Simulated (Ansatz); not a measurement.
The cluster Al₂H₄⁻, relaxed as a doublet with UKS r2SCAN-D4/def2-TZVPD in Ansatz, starting from the GFN2-xTB geometry. Force threshold 0.02 eV/Å.

The highest occupied level of the charge -1 doublet lies above zero (up to 0.48 eV). By energy differences its removal costs 1.70 eV (vertical, to the charge 0 singlet, at r2SCAN-D4/def2-TZVPD); a positive level beside a positive removal energy at the same level points to self-interaction error. The relaxation made no stability test and no search for a lower SCF solution. The structure comes from a short search, and lower isomers may exist.

Start:

```tsv
atom	x (Å)	y (Å)	z (Å)
Al1	1.090	-0.565	0.361
Al2	-1.049	0.367	-0.631
H3	-2.101	1.663	-0.892
H4	2.328	0.326	-0.295
H5	1.981	-1.076	1.704
H6	-2.249	-0.715	-0.246
```

Estimate the energy that the relaxation releases and the steps that it takes.

105.3 kJ/mol, in 6 steps; 11 s on 4 threads of Arm Neoverse V1 on a shared host. The force fell under the threshold at step 5, but the optimiser went on. No frequencies were taken in this run, so the end may be a saddle point.

Does the start keep its bonding and symmetry?

By distances, no bond broke or formed. The bond that changes most is Al1–H5, from 1.69 to 1.63 Å (atoms count from 1). Point group C2 at the start, D2h at the end, both within 0.05 Å.

Predict the relaxed structure.


```tsv
atom	x (Å)	y (Å)	z (Å)
Al1	1.181	-0.212	0.332
Al2	-1.181	0.213	-0.332
H3	-1.673	1.434	-1.289
H4	2.455	0.692	-0.123
H5	1.672	-1.435	1.288
H6	-2.455	-0.691	0.125
```
Bond lengths (bridged metal pairs left out): 1 × Al–Al 2.49 Å; 4 × Al–H 1.63 Å.
